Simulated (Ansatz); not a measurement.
## Body-centred tetragonal In

Method: B3LYP (VWN-RPA form) in Ansatz (PAW).

Settings: plane-wave cutoff 460 eV, 14×14×14 k mesh, Fermi–Dirac smearing 0.05 eV, scalar-relativistic PAW data made under PBE.

Cell (relaxed at this level):

```cif
data_In2
_chemical_formula_sum 'In2'
_space_group_name_H-M_alt 'I4/mmm'
_space_group_IT_number 139
_space_group_name_Hall '-I 4 2'
_cell_length_a 3.33251
_cell_length_b 3.33251
_cell_length_c 5.28573
_cell_angle_alpha 90.000
_cell_angle_beta 90.000
_cell_angle_gamma 90.000
loop_
_atom_site_label
_atom_site_type_symbol
_atom_site_symmetry_multiplicity
_atom_site_Wyckoff_symbol
_atom_site_fract_x
_atom_site_fract_y
_atom_site_fract_z
_atom_site_occupancy
In1 In 2 a 0.00000 0.00000 0.00000 1
```
(The calculation used a cell of 1 atom; values per cell refer to that cell.)

```
Item                  Value
------------------  -------
lattice constant a  3.333 Å
c axis length       5.286 Å
```

Measured, for comparison: lattice constant a 3.252 Å, lattice parameter c 4.947 Å (293 K, not corrected to a static lattice; as tabulated in Wikipedia's data pages). Computed (rounded) less measured: lattice constant a +2.5 %, lattice parameter c +6.9 %.

Spin–orbit coupling is not included.

The result took roughly 70 core-minutes.

Ansatz is a program for electronic structure.
